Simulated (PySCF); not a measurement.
# Telling isomers of C6H8 apart by NMR

PySCF 2.14.0 with density-fitted response routines calculation with coordinates at the PBE0-D3(BJ)/def2-SVP level, NMR shieldings at PBE0/pcSseg-1/GIAO and J: B3LYP/pcJ-1 (spin–dipole term left out of most H,H and C,H couplings); no solvent, non-relativistic Hamiltonian, one computed conformer, fast rotation and ring inversion assumed for equivalent nuclei.

Shifts are taken against calculated references (same method and geometry level): TMS for $^{1}$H and $^{13}$C. Multiplet labels drop J under 1 Hz and among equivalent protons, and merge close values. Unscaled 3J(H,H) run several per cent high. Shifts are as computed. Against solution values, carbons near 30 ppm lie about +2 ppm off and those near 130 ppm about +5 ppm. Of 1211 compounds with measured shifts, 218 miss one by over three times the rms of a fit or turn the order of signals round; such compounds aren't used in these exercises.

(1) Tabulate the signals of `C#C[C@@H]1C[C@@H]1C`, `C1=CCC=CC1` and their relative energies.

(2) What is the quickest way to tell C#C[C@@H]1C[C@@H]1C from C1=CCC=CC1?

Answers

(1) 
| SMILES | carbon types | δC | δH | E rel. (kcal/mol) |
| --- | --- | --- | --- | --- |
| C#C[C@@H]1C[C@@H]1C | 1×C 3×CH 1×CH2 1×CH3 | 88.3, 71.5, 17.4, 16.5, 15.3, 7.4 | 1.61 (d, 1H), 1.24 (m, 1H), 1.21 (m, 3H), 0.79 (m, 1H), 0.74 (m, 1H), 0.20 (m, 1H) | 40.4 |
| C1=CCC=CC1 | 4×CH 2×CH2 | 132.4, 29.5 | 5.80 (m, 4H), 2.75 (m, 4H) | 0.0 |

Energies are electronic energies at PBE0/pcSseg-1 on these geometries, without zero-point or thermal terms, each for the one conformer computed, which needn't be the lowest.

(2) Count the carbon signals: 6 against 2. The first has an alkyne carbon (C) at 88.3 ppm, the second an alkene CH at 132.4 ppm. In the proton spectra the most deshielded non-exchanging signals are 1.61 (d, J = 3.5 Hz, 1H) and 5.80 (m, 4H).
